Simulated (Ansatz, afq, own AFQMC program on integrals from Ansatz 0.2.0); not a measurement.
BNH2, singlet in cc-pVDZ, levels against CCSDT(Q)

```xyz
4

B     0.0000    0.0000    0.8600
N     0.0000    0.0000   -0.5115
H     0.0000    0.8509   -1.0580
H     0.0000   -0.8509   -1.0580
```

Connectivity, by distances: B–NH2.

Basis cc-pVDZ. Only valence electrons are correlated. Integrals, coupled cluster, full CI and functionals: Ansatz 0.2.0; the random walks run on the same integrals in our own AFQMC program. The CISD trial takes its coefficients from CCSD amplitudes. Released means that phaseless walkers are propagated on without the constraint, phases kept. Uncertainties: one standard error, sampling alone.

Determinant: UHF, the one that the program's search chose, which needn't be the lowest solution. The geometry is a point of a scan.

No full CI on the walks' own integrals is used here; CCSDT(Q) serves as the reference and is uncertain by about the last step of the cluster series.

Cautions: an unrestricted solution with more broken spin lies lower (52 meV, ⟨S²⟩ 0.27), while this determinant keeps restricted orbitals.

* T1 diagnostic: 0.0147
* weight of the determinant in the CISD state: 0.882
* ⟨S²⟩ of the determinant: 0.000
* size of the correlated space: 10 electrons in 36 orbitals

Reference: CCSDT(Q), correlation energy -7.287 eV. The released energy is read at 2.40 1/Eh (meV from the phaseless value at times in 1/Eh: -19 ± 20 at 0.24, 0 ± 17 at 0.51, 26 ± 11 at 0.99, 22 ± 12 at 1.62, 18 ± 13 at 2.40).

```csv
level,E − E(reference) (kJ/mol),share of correlation (%)
HF,703.1,0.00
MP2,94.3,86.58
CCSD,22.7,96.77
CCSD(T),3.3,99.52
CCSDT,1.6,99.77
ph-AFQMC/HF,0.6 ± 4.7,99.92
ph-AFQMC/CISD,-0.7 ± 1.8,100.10
released AFQMC,1.0 ± 1.2,99.86
```

A walk keeps the symmetry of its determinant, which the program's search chose and which needn't be the lowest solution, so a lower state of the same spin and another symmetry isn't excluded. Released energies are given only where the last usable release times agree within the noise; a slower fall can still hide under it.
